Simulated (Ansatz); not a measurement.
The first iterations of a band of F2H2Si (5 atoms, charge 0, multiplicity 1).

Level of theory: RKS B3LYP-D4/def2-SVP in Ansatz 0.2.0.

```yaml
movable_images: 7
climbing_image: yes
spring: 5.0 eV/Å²
optimiser: quadratic models (default)
start_path: through a guess of the saddle point
force_threshold: 0.05 eV/Å
iteration_limit: 60
end_points: relaxed
```

First end point:

```xyz
5
Properties=species:S:1:pos:R:3
Si 0.260 -0.022 0.131
F 0.311 -0.002 1.745
H 1.645 0.041 -0.386
F -0.531 1.302 -0.350
H -0.503 -1.213 -0.303
```

Last end point:

```xyz
5
Properties=species:S:1:pos:R:3
Si 0.215 -0.538 -0.844
F 1.203 -0.098 1.168
H 0.826 0.758 1.041
F -0.103 1.088 -0.510
H -0.959 -1.104 -0.019
```

| iteration | highest image above the first end (eV) | largest band force component (eV/Å) |
| --- | --- | --- |
| 1 | 6.733 | 16.461 |
| 2 | 3.913 | 2.272 |
| 3 | 3.733 | 1.549 |
| 4 | 3.919 | 1.160 |

Does the band converge within its limit, and where does its top end?

The run converged. It ended after 13 iterations with the highest image 3.691 eV above the first end. Neighbouring images differ by up to 1.8 eV, so the band resolves the path poorly. A vibrational analysis at the climbing image gives one clearly imaginary mode, 1215i cm⁻¹: a first-order saddle point. The orbitals stay closed-shell, which can raise the energy where a bond breaks towards radicals; this wasn't checked here.

Time of the run: 94 s on 1 thread of Arm Neoverse V2 (shared host), peak memory 0.1 GiB.
